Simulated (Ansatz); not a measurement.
Two isomers of C3H5NO: A = `CC1=NCO1`, B = `COCC#N`.

Computed with Ansatz on PBE0-D4/def2-TZVP structures; ΔE is electronic, products minus reactants. CCSD(T)/CBS adds triple-zeta CCSD(T) − MP2 to the extrapolated MP2 energy (def2 sets, frozen cores). This one scheme is used for every species. DFT in def2-TZVPP. B3LYP here is the variant with VWN-RPA as its local correlation; programs differ in this. Each species was taken in one conformer, which may not be the lowest.

**Question.** Which is lower in electronic energy at CCSD(T)/CBS, and by how much? (An estimate is asked.)

**Answer.** Ansatz gave: B, by 5.0 kcal/mol.

**Question.** Give E(B) − E(A) in kcal/mol with PBE0-D4, PBE-D4, CCSD(T)/def2-SVP, r2SCAN-D4, BLYP-D4, B3LYP, CCSD(T)/def2-TZVPP. (An estimate is asked.)

**Answer.** The calculation gave: PBE0-D4 1.3, PBE-D4 1.3, CCSD(T)/def2-SVP -7.1, r2SCAN-D4 -0.4, BLYP-D4 -6.4, B3LYP -5.8, CCSD(T)/def2-TZVPP -6.1. The order is the other way round with PBE0-D4, PBE-D4.

**Question.** Does the order hold for the free energy at 298.15 K (harmonic terms from PBE0-D4)? (An estimate is asked.)

**Answer.** Ansatz gave: Yes: G(B) − G(A) = -6.2 kcal/mol, for one conformer each.

Largest T1 diagnostic: 0.014.

At CCSD(T), def2-SVP lies −2.1 kcal/mol from the extrapolated value and def2-TZVPP −1.0 kcal/mol. In def2-TZVPP, CCSD(T) changes the Hartree–Fock value by +5.4 kcal/mol (the triples alone add +1.0 kcal/mol) and MP2 by +5.3 kcal/mol.
